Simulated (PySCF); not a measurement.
Method: PySCF 2.14.0 with PBE-D3(BJ)/def2-TZVP // B3LYP-D3(BJ)/def2-TZVP. Isolated molecules, 0 K electronic values unless said otherwise. Excitations are Tamm–Dancoff values on a coarser integration grid. The basis has no diffuse functions, so Rydberg states are missing or too high.

Reference species (SMILES): `Cl[Si](Cl)(Cl)Cl` (neutral, multiplicity 1).

```
Item                      Value
----------------------  -------
S1 excitation (TDA)     6.51 eV
S1 oscillator strength    0.000
```

Changed species: `Cl[Si](Cl)(Br)Br` (whole molecule; the reference has whole molecule).

Problem. Predict the effect on the S1 excitation (TDA) and S1 oscillator strength.

Solution. the S1 excitation (TDA) drops by 1.10 eV, to 5.41 eV; the S1 oscillator strength is nearly the same.
